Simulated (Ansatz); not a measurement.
Mulliken charges of C₃H₃F₂N, SMILES `FCC1=C(F)N1` from PBE/def2-TZVPP in Ansatz (PBE0-D4/def2-TZVP geometry).

```csv
atom,x (Å),y (Å),z (Å),charge (e)
F1,0.954,-1.917,0.610,-0.185
C2,0.514,-1.160,-0.465,0.053
C3,0.055,0.153,-0.057,-0.167
C4,0.018,1.358,0.352,0.353
F5,0.532,2.544,0.405,-0.092
N6,-1.112,0.760,0.912,-0.302
H7,1.348,-1.043,-1.164,0.094
H8,-0.285,-1.722,-0.954,0.086
H9,-1.935,0.980,0.342,0.162
```

Q: By hand: the dipole of these point charges (1 e Å = 4.8032 D).

A: Σ q r = (-0.076, 0.196, -0.452) e Å, of length 0.498 e Å = 2.39 D.

Q: How does the dipole of the full density compare? (Estimate.)

A: Ansatz gave: (-0.093, 0.128, -0.557) e Å, 2.78 D; the point charges give 0.86 times that, at 10° from its direction.

Point charges leave out the atoms' own dipoles, such as those of lone pairs, and Mulliken's split depends on the basis, so the close match here is no proof of good charges.
